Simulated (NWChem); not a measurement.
System: CHO cation

Parts of the log:

```
             Northwest Computational Chemistry Package (NWChem) 7.3.0
             --------------------------------------------------------

 ORDER OF PRIMARY AXIS IS BEING SET TO 4
 C4V symmetry detected

                             Geometry "geometry" -> ""
                             -------------------------

 Output coordinates in angstroms (scale by  1.889725989 to convert to a.u.)

  No.       Tag          Charge          X              Y              Z
 ---- ---------------- ---------- -------------- -------------- --------------
    1 C                    6.0000     0.00000000     0.00000000    -0.51493527
    2 O                    8.0000     0.00000000     0.00000000     0.58947273
    3 H                    1.0000     0.00000000     0.00000000    -1.62617027

 Effective nuclear repulsion energy (a.u.)      27.7671403294

      Symmetry information
      --------------------

 Group name             C4v
 Group number             18
 Group order               8
 No. of unique centers     3

                                 NWChem DFT Module
                                 -----------------

 Summary of "ao basis" -> "ao basis" (spherical)
 ------------------------------------------------------------------------------
       Tag                 Description            Shells   Functions and Types
 ---------------- ------------------------------  ------  ---------------------
 C                           6-31g*                  6       14   3s2p1d
 O                           6-31g*                  6       14   3s2p1d
 H                           6-31g*                  2        2   2s

      Symmetry analysis of basis
      --------------------------

        a1         14
        a2          0
        b1          2
        b2          2
        e          12

            General Information
            -------------------
          SCF calculation type: DFT
          Wavefunction type:  closed shell.
          No. of atoms     :     3
          No. of electrons :    14
           Alpha electrons :     7
            Beta electrons :     7
          Charge           :     1
          Spin multiplicity:     1
          Use of symmetry is: on ; symmetry adaption is: on
          Maximum number of iterations: 150
          AO basis - number of functions:    30
                     number of shells:    14
          Convergence on energy requested:  1.00D-06
          Convergence on density requested:  1.00D-05
          Convergence on gradient requested:  5.00D-04

              XC Information
              --------------
                    Becke 1988 Exchange Functional  1.000
              Lee-Yang-Parr Correlation Functional  1.000

             Grid Information
             ----------------
          Grid used for XC integration:  medium
          Radial quadrature: Mura-Knowles
          Angular quadrature: Lebedev.
          Tag              B.-S. Rad. Rad. Pts. Rad. Cut. Ang. Pts.
          ---              ---------- --------- --------- ---------
          C                   0.70       49           6.0       434
          O                   0.60       49           7.0       434
          H                   0.35       45           6.0       434
          Grid pruning is: on
          Number of quadrature shells:   143
          Spatial weights used: Becke

      Superposition of Atomic Density Guess
      -------------------------------------

 Sum of atomic energies:        -112.91283892

 Renormalizing density from      15.00 to     14

      Non-variational initial energy
      ------------------------------

 Total energy =    -108.377620
 1-e energy   =    -194.552495
 2-e energy   =      58.407735
 HOMO         =      -1.115041
 LUMO         =      -0.455819

      Symmetry analysis of molecular orbitals - initial
      -------------------------------------------------

 !! scf_movecs_sym_adapt:    4 vectors were symmetry contaminated

  Symmetry fudging

 !! scf_movecs_sym_adapt:    4 vectors were symmetry contaminated

  Numbering of irreducible representations:

     1 a1          2 a2          3 b1          4 b2          5 e

  Orbital symmetries:

     1 a1          2 a1          3 a1          4 a1          5 e
     6 e           7 a1          8 e           9 e          10 a1
    11 a1         12 e          13 e          14 a1         15 a1
    16 a1         17 e

   convergence    iter        energy       DeltaE   RMS-Dens  Diis-err
 ---------------- ----- ----------------- --------- --------- ---------
 d= 0,ls=0.0,diis     1   -113.2250025054 -1.41D+02  9.39D-02  2.94D+00
 d= 0,ls=0.0,diis     2   -110.6372472995  2.59D+00  8.02D-02  2.28D+01
 d= 0,ls=0.0,diis     3   -113.5220044443 -2.88D+00  6.20D-03  4.94D-02
 d= 0,ls=0.0,diis     4   -113.5274985016 -5.49D-03  2.10D-03  9.88D-03
 d= 0,ls=0.0,diis     5   -113.5288524533 -1.35D-03  1.19D-04  5.07D-05
  Resetting Diis
 d= 0,ls=0.0,diis     6   -113.5288579882 -5.53D-06  1.52D-05  5.92D-07
 d= 0,ls=0.0,diis     7   -113.5288580455 -5.73D-08  9.21D-06  3.21D-08

         Total DFT energy =     -113.528858045532
      One electron energy =     -203.730360936323
           Coulomb energy =       76.375931251064
    Exchange-Corr. energy =      -13.941568689707
 Nuclear repulsion energy =       27.767140329434

 Numeric. integr. density =       14.000000389738

                  Occupations of the irreducible representations
                  ----------------------------------------------

[...]

                         DFT ENERGY GRADIENTS

    atom               coordinates                        gradient
                 x          y          z           x          y          z
   1 C       0.000000   0.000000  -0.973087    0.000000   0.000000   0.063359
   2 O       0.000000   0.000000   1.113942    0.000000   0.000000  -0.059475
   3 H       0.000000   0.000000  -3.073016    0.000000   0.000000  -0.003884
```

Level: BLYP/6-31G* (spherical d). The geometry was optimised at PBE0/def2-SVP.

Task: Which NWChem input produces such a log?

Result: Several could match; the one computed here: the input that was run:
```
start job
memory heap 200 mb stack 900 mb global 1100 mb
charge 1
geometry units angstroms noautoz
  C      0.000000     0.000000    -0.508590
  O      0.000000     0.000000     0.595818
  H      0.000000     0.000000    -1.619825
end
basis spherical
  * library 6-31g*
end
dft
  xc becke88 lyp
  iterations 150
  grid medium becke
end
task dft gradient
```
